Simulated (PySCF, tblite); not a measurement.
Isomers of C5H8N (doublet state). All values are computed: GFN2-xTB (tblite) harmonic vibrations without scaling, gas phase. Errors from tens to a few hundred cm⁻¹ against measured bands are possible. One conformer each. Open shells enter through the occupations alone, without spin polarisation, and single modes of such species can be off by tens of per cent.

Electronic energies: B3LYP/pcH-1 single points on the GFN2-xTB geometries (PySCF, gas phase).

```tsv
SMILES	electronic energy, lowest = 0 (kJ/mol)
CN1C[C]=CC1	217.0
CC1=N[CH]CC1	0.0
CN1C=C[CH]C1	42.0
C=N[CH]C1CC1	125.8
```

Problem. How do GFN2-xTB zero-point energies change the relative energies?

Solution. 
| SMILES | ZPE (kJ/mol) | of it from modes above 1550 cm⁻¹ | electronic (kJ/mol) | with ZPE, lowest = 0 (kJ/mol) | lowest mode (cm⁻¹) | rings |
| --- | --- | --- | --- | --- | --- | --- |
| CC1=N[CH]CC1 | 305.6 | 143.2 | 0.0 | 0.0 | 87 | 1 |
| CN1C=C[CH]C1 | 304.6 | 143.0 | 42.0 | 41.0 | 113 | 1 |
| C=N[CH]C1CC1 | 300.8 | 146.1 | 125.8 | 121.0 | 92 | 1 |
| CN1C[C]=CC1 | 306.1 | 151.1 | 217.0 | 217.5 | 57 | 1 |

The zero-point energies span 5.3 kJ/mol, from `C=N[CH]C1CC1` to `CN1C[C]=CC1`. The order is unchanged.

Problem. And how do the electronic energies of GFN2-xTB itself compare?

Solution. `CC1=N[CH]CC1` 0.0; `CN1C=C[CH]C1` 13.2; `C=N[CH]C1CC1` 121.9; `CN1C[C]=CC1` 193.8 kJ/mol, lowest = 0. Against the energies above, taken from the same isomer `CC1=N[CH]CC1`, the largest difference is 28.8 kJ/mol.
